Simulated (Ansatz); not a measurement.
# CH2O3: the cost of one run

Computed with Ansatz 0.2.0 (DFT B3LYP+D3(BJ), Gaussian basis def2-TZVP, and further levels as typed in the inputs, unless a step's input says otherwise).

**1. The structure to begin with**

Bond lengths: C1–O2 1.205 Å, C1–O3 1.340 Å, C1–O4 1.340 Å, O3–H5 0.955 Å, O4–H6 0.955 Å. Angles: O2–C1–O3 125.6°, O2–C1–O4 125.6°, O3–C1–O4 108.8°, C1–O3–H5 127.7°, C1–O4–H6 127.7°.

Coordinates:

```xyz
6

C     0.0000    0.0000    0.0000
O     0.0000    1.2050    0.0000
O     1.0900   -0.7800    0.0000
O    -1.0900   -0.7800    0.0000
H     1.1500   -1.7000    0.2500
H    -1.1500   -1.7000   -0.2500
```

**2. Relaxing the atoms: CH2O3**

File input.yaml:

```yaml
relax:
  f_tol: 0.001
  max_steps: 200
crystal:
  periodic: [false, false, false]
  atoms:
    - { symbol: C, position_ang: [0.0, 0.0, 0.0] }
    - { symbol: O, position_ang: [0.0, 1.205, 0.0] }
    - { symbol: O, position_ang: [1.09, -0.78, 0.0] }
    - { symbol: O, position_ang: [-1.09, -0.78, 0.0] }
    - { symbol: H, position_ang: [1.15, -1.7, 0.25] }
    - { symbol: H, position_ang: [-1.15, -1.7, -0.25] }
basis:
  gaussian: { orbitals: def2-TZVP }
hamiltonian:
  xc: { name: B3LYP }
  dispersion: d3bj
```

Started as:

```sh
$ ansatz run input.yaml --threads 4 --pin off --max-ram 14336MiB --backend cpu --events-out ev --progress --plain --runs-dir out
```

What time and memory should one allow on 4 threads of AMD EPYC 9R45 (Zen 5), shared host?

About 5.7 s, with a peak of 0.23 GiB.
